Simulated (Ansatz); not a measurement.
Computed with Ansatz on PBE0-D4/def2-TZVP structures; ΔE is electronic, products minus reactants. CBS: def2 TZ/QZ extrapolation, frozen cores. DFT in def2-TZVPP. B3LYP here is the variant with VWN-RPA as its local correlation; programs differ in this. HSE06 is defined as in plane-wave codes. Open shells (•) are unrestricted, without spin–orbit coupling. Spin–orbit coupling would lower the free atoms: a little for Cl.

Reaction (hydrogen abstraction from a C–H bond): `[CH]F` + Cl• → `[C]F`• + HCl

```
         level  ΔE (kJ/mol)
       BLYP-D4       -113.4
     r2SCAN-D4       -128.8
      B3LYP-D4       -112.2
      HSE06-D4       -120.6
      PBE-QIDH       -119.7
   HF/def2-SVP        -83.6
MP2/def2-QZVPP       -122.6
 MP2/CBS(def2)       -123.8
```

Question: What does CCSD(T)/CBS give? (Estimate.)

Answer: The calculation gave: -113.9 kJ/mol. The listed levels differ from it by 0.5, -14.9, 1.7, -6.7, -5.8, 30.3, -8.7, -9.9 kJ/mol.

Question: What do rigid-rotor, harmonic-oscillator terms from PBE0-D4/def2-TZVP frequencies (298.15 K, 1 bar) make of the CCSD(T)/CBS value? (Estimate.)

Answer: Computed: ΔZPE = -6.8 kJ/mol, ΔH = -119.4 kJ/mol, ΔS = 8 J/(mol·K), ΔG = -121.9 kJ/mol. Open shells count their whole term as degenerate.

Largest T1 diagnostic among the species: 0.020.

From BLYP to BHLYP (50 % exact exchange), in def2-TZVPP and without D4, ΔE moves by +6.0 kJ/mol. Leaving LDA and LC-ωPBE aside and taking each functional with its dispersion term where it has one, the values, not all of them listed here, spread over 21.3 kJ/mol, from r2SCAN-D4 to BHLYP-D4. LDA lies −13.6 kJ/mol from PBE without D4. At CCSD(T), def2-SVP lies +18.2 kJ/mol from the extrapolated value and def2-TZVPP +4.5 kJ/mol.

CCSD(T)/CBS has its own doubt, a few kJ/mol and more with outer-core shells, so smaller differences from it don't rank the levels.
